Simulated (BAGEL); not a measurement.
# triplet BSiH5: levels of theory compared

Aim: a comparison of 3 runs (UHF/STO-3G, ROHF/6-31G*, ROHF/def2-TZVP) of triplet BSiH5. 

The calculation is run with BAGEL 1.2.2.

20 further runs of the same task are left out: 20 set aside as unsound or not needed.

### 1 The molecule

BSiH5: 7 atoms, total charge 0, spin state triplet. As SMILES of the parent species, `B[SiH3]`. The coordinates come from a PBE0-D4/def2-TZVP relaxation. That shape belongs to the parent species and isn't relaxed for this state.

Bond lengths: B1–Si2 2.010 Å, B1–H3 1.196 Å, B1–H4 1.195 Å, Si2–H5 1.492 Å, Si2–H6 1.492 Å, Si2–H7 1.487 Å. Angles: B1–Si2–H5 108.8°, B1–Si2–H6 108.8°, B1–Si2–H7 115.1°, Si2–B1–H3 118.9°, Si2–B1–H4 123.6°, H5–Si2–H6 107.3°, H5–Si2–H7 108.3°, H6–Si2–H7 108.3°, H3–B1–H4 117.5°.

### 2 The energy at UHF/STO-3G (density fitting with qzvpp-jkfit) (run 1)

calc.json reads:

```json
{ "bagel": [

{
  "title": "molecule",
  "basis": "sto-3g",
  "df_basis": "qzvpp-jkfit",
  "angstrom": "true",
  "geometry": [
    { "atom": "B", "xyz": [      -0.043200,      -1.189000,       0.204300 ] },
    { "atom": "Si", "xyz": [       0.089100,       0.785300,      -0.148500 ] },
    { "atom": "H", "xyz": [      -1.126000,      -1.690600,       0.290100 ] },
    { "atom": "H", "xyz": [       0.906400,      -1.902500,       0.335400 ] },
    { "atom": "H", "xyz": [      -0.616000,       1.093400,      -1.427200 ] },
    { "atom": "H", "xyz": [      -0.623600,       1.516700,       0.939600 ] },
    { "atom": "H", "xyz": [       1.474500,       1.318800,      -0.239500 ] }
  ]
},

{
  "title": "uhf",
  "charge": 0,
  "nopen": 2
},

{
  "title": "print",
  "file": "orbitals.molden",
  "orbitals": "true"
}

]}
```

Started as:

```console
$ BAGEL_NUM_THREADS=1 BAGEL calc.json > calc.out
```

The log of the run:

```text
* using 1 threads per process

  ===============================================================
  ===============================================================

  *** Geometry ***

  { "atom" : "B", "xyz" : [     -0.081636,     -2.246884,      0.386071 ] },
  { "atom" : "Si", "xyz" : [      0.168375,      1.484002,     -0.280624 ] },
  { "atom" : "H", "xyz" : [     -2.127832,     -3.194771,      0.548210 ] },
  { "atom" : "H", "xyz" : [      1.712848,     -3.595204,      0.633814 ] },
  { "atom" : "H", "xyz" : [     -1.164071,      2.066227,     -2.697017 ] },
  { "atom" : "H", "xyz" : [     -1.178433,      2.866148,      1.775587 ] },
  { "atom" : "H", "xyz" : [      2.786401,      2.492171,     -0.452589 ] },

  Number of auxiliary basis functions:      293

  Since a DF basis is specified, we compute 2- and 3-index integrals:
    o Being stored without compression. Storage requirement is 0.001 GB

  Number of basis functions:       19
  Number of electrons      :       24

    * METHOD: MOLECULE                             0.06

  *** Open-shell HF ***

  === Nuclear Repulsion ===
    47.5644489367

      * DIIS with orbital gradients will be used.

  === UHF iteration (sto-3g) ===
      0       -312.62857081          0.02621756           0.01
      1       -312.66257340          0.00738215           0.01
      2       -312.66584905          0.00299140           0.01
      3       -312.66670432          0.00085856           0.01
      4       -312.66685083          0.00038115           0.01
      5       -312.66689364          0.00008717           0.01
      6       -312.66689543          0.00001693           0.01
      7       -312.66689547          0.00001112           0.01
      8       -312.66689550          0.00000723           0.01
      9       -312.66689551          0.00000249           0.01
     10       -312.66689552          0.00000071           0.01
     11       -312.66689552          0.00000023           0.01
     12       -312.66689552          0.00000011           0.01
     13       -312.66689552          0.00000003           0.01
     14       -312.66689552          0.00000001           0.01
    * SCF iteration converged.

    * S^2 (UHF) is 2.0088

    * Permanent dipole moment:
           (   -0.151358,    -1.216543,     0.217163) a.u.

    * METHOD: UHF                                  0.18

    * METHOD: PRINT                                0.00

  ===============================================================
```

Wall time 0.48 s (1 thread of Intel Xeon Platinum 8488C (Sapphire Rapids), shared host).

### 3 A single-point energy at ROHF/6-31G(d) (density fitting with qzvpp-jkfit, spherical functions) (run 2)

job.json reads:

```json
{ "bagel": [

{
  "title": "molecule",
  "basis": "6-31gs.json",
  "df_basis": "qzvpp-jkfit",
  "angstrom": "true",
  "geometry": [
    { "atom": "B", "xyz": [   -0.043200,   -1.189000,    0.204300 ] },
    { "atom": "Si", "xyz": [    0.089100,    0.785300,   -0.148500 ] },
    { "atom": "H", "xyz": [   -1.126000,   -1.690600,    0.290100 ] },
    { "atom": "H", "xyz": [    0.906400,   -1.902500,    0.335400 ] },
    { "atom": "H", "xyz": [   -0.616000,    1.093400,   -1.427200 ] },
    { "atom": "H", "xyz": [   -0.623600,    1.516700,    0.939600 ] },
    { "atom": "H", "xyz": [    1.474500,    1.318800,   -0.239500 ] }
  ]
},
{ "title": "rohf", "nopen": 2 },
{ "title": "print", "file": "orbitals.molden", "orbitals": "true" }

]}
```

The basis set 6-31G* is read from a file made from the Basis Set Exchange's data (not shown).

Started as:

```console
$ BAGEL_NUM_THREADS=1 BAGEL job.json > job.out
```

The log of the run:

```text
* using 1 threads per process

  ===============================================================
  ===============================================================

  *** Geometry ***

  { "atom" : "B", "xyz" : [     -0.081636,     -2.246884,      0.386071 ] },
  { "atom" : "Si", "xyz" : [      0.168375,      1.484002,     -0.280624 ] },
  { "atom" : "H", "xyz" : [     -2.127832,     -3.194771,      0.548210 ] },
  { "atom" : "H", "xyz" : [      1.712848,     -3.595204,      0.633814 ] },
  { "atom" : "H", "xyz" : [     -1.164071,      2.066227,     -2.697017 ] },
  { "atom" : "H", "xyz" : [     -1.178433,      2.866148,      1.775587 ] },
  { "atom" : "H", "xyz" : [      2.786401,      2.492171,     -0.452589 ] },

  Number of auxiliary basis functions:      293

  Since a DF basis is specified, we compute 2- and 3-index integrals:
    o Being stored without compression. Storage requirement is 0.004 GB

  Number of basis functions:       42
  Number of electrons      :       24

    * METHOD: MOLECULE                             0.10

  *** Open-shell HF ***

  === Nuclear Repulsion ===
    47.5644489367

      * DIIS with orbital gradients will be used.

  === ROHF iteration (6-31gs.json) ===
      0       -316.27009412          0.02907228           0.03
      1       -316.32158552          0.00914085           0.03
      2       -316.32789924          0.00417054           0.03
      3       -316.32963086          0.00156974           0.03
      4       -316.33001414          0.00059189           0.03
      5       -316.33011648          0.00012955           0.03
      6       -316.33015466          0.00003724           0.03
      7       -316.33015666          0.00001855           0.03
      8       -316.33015717          0.00001079           0.03
      9       -316.33015709          0.00000361           0.03
     10       -316.33015725          0.00000124           0.03
     11       -316.33015728          0.00000057           0.03
     12       -316.33015728          0.00000016           0.03
     13       -316.33015725          0.00000007           0.03
     14       -316.33015725          0.00000002           0.03
     15       -316.33015725          0.00000001           0.03
    * SCF iteration converged.

    * S^2 (ROHF) is 2.0000

    * Permanent dipole moment:
           (   -0.116699,    -0.836805,     0.149269) a.u.

    * METHOD: ROHF                                 0.56

    * METHOD: PRINT                                0.01

  ===============================================================
```

It took 0.93 s on 1 thread of Intel Xeon Platinum 8488C (Sapphire Rapids), shared host.

### 4 The energy at ROHF/def2-TZVP (density fitting with qzvpp-jkfit) (run 3)

input.json reads:

```json
{ "bagel": [

{
  "title": "molecule",
  "basis": "def2-tzvp.json",
  "df_basis": "qzvpp-jkfit",
  "angstrom": true,
  "geometry": [
    { "atom": "B", "xyz": [      -0.043200,      -1.189000,       0.204300 ] },
    { "atom": "Si", "xyz": [       0.089100,       0.785300,      -0.148500 ] },
    { "atom": "H", "xyz": [      -1.126000,      -1.690600,       0.290100 ] },
    { "atom": "H", "xyz": [       0.906400,      -1.902500,       0.335400 ] },
    { "atom": "H", "xyz": [      -0.616000,       1.093400,      -1.427200 ] },
    { "atom": "H", "xyz": [      -0.623600,       1.516700,       0.939600 ] },
    { "atom": "H", "xyz": [       1.474500,       1.318800,      -0.239500 ] }
  ]
},

{ "title": "rohf", "charge": 0, "nopen": 2 },

{ "title": "print", "file": "orbitals.molden", "orbitals": true }

]}
```

The basis set def2-TZVP is read from a file made from the Basis Set Exchange's data (not shown).

Started as:

```console
$ BAGEL_NUM_THREADS=1 BAGEL input.json > input.out
```

The log of the run:

```text
* using 1 threads per process

  ===============================================================
  ===============================================================

  *** Geometry ***

  { "atom" : "B", "xyz" : [     -0.081636,     -2.246884,      0.386071 ] },
  { "atom" : "Si", "xyz" : [      0.168375,      1.484002,     -0.280624 ] },
  { "atom" : "H", "xyz" : [     -2.127832,     -3.194771,      0.548210 ] },
  { "atom" : "H", "xyz" : [      1.712848,     -3.595204,      0.633814 ] },
  { "atom" : "H", "xyz" : [     -1.164071,      2.066227,     -2.697017 ] },
  { "atom" : "H", "xyz" : [     -1.178433,      2.866148,      1.775587 ] },
  { "atom" : "H", "xyz" : [      2.786401,      2.492171,     -0.452589 ] },

  Number of auxiliary basis functions:      293

  Since a DF basis is specified, we compute 2- and 3-index integrals:
    o Being stored without compression. Storage requirement is 0.023 GB

  Number of basis functions:       98
  Number of electrons      :       24

    * METHOD: MOLECULE                             0.16

  *** Open-shell HF ***

  === Nuclear Repulsion ===
    47.5644489367

      * DIIS with orbital gradients will be used.

  === ROHF iteration (def2-tzvp.json) ===
      0       -316.31406350          0.01938773           0.11
      1       -316.36583976          0.00675579           0.11
      2       -316.37398253          0.00303244           0.09
      3       -316.37659890          0.00110854           0.09
      4       -316.37719269          0.00043771           0.09
      5       -316.37734038          0.00010804           0.09
      6       -316.37739558          0.00003410           0.09
      7       -316.37740084          0.00001218           0.07
      8       -316.37740143          0.00000662           0.07
      9       -316.37740146          0.00000287           0.07
     10       -316.37740156          0.00000124           0.07
     11       -316.37740161          0.00000052           0.08
     12       -316.37740163          0.00000021           0.08
     13       -316.37740162          0.00000007           0.07
     14       -316.37740161          0.00000003           0.10
     15       -316.37740161          0.00000001           0.10
     16       -316.37740161          0.00000000           0.11
    * SCF iteration converged.

    * S^2 (ROHF) is 2.0000

    * Permanent dipole moment:
           (   -0.091115,    -0.744333,     0.132815) a.u.

    * METHOD: ROHF                                 1.69

    * METHOD: PRINT                                0.03

  ===============================================================
```

Run time: 2.2 s. Hardware: 1 thread of Intel Xeon Platinum 8488C (Sapphire Rapids), shared host.

### 5 The series

```tsv
run	level	energy (Eh)	dipole moment (D)	⟨S²⟩	wall time
1	UHF/STO-3G (density fitting with qzvpp-jkfit)	-312.666896	3.16	2.009	0.48 s
2	ROHF/6-31G* (density fitting with qzvpp-jkfit, spherical functions)	-316.330157	2.18	2.000	0.93 s
3	ROHF/def2-TZVP (density fitting with qzvpp-jkfit)	-316.377402	1.94	2.000	2.2 s
```

### 6 Outcome

| quantity | value |
| --- | --- |
| run 3: total energy | -316.37740 Eh |
| run 3: dipole moment | 1.94 D |
| run 3: ⟨S²⟩ | 2.000 |

What this shows: The dipole moment (its size) runs from 1.94 D (ROHF/def2-TZVP) to 3.16 D (UHF/STO-3G). The two ends differ in method and basis. In run 1 the basis is minimal, so the values are rough. All runs together took 3.6 s, the longest 2.2 s.
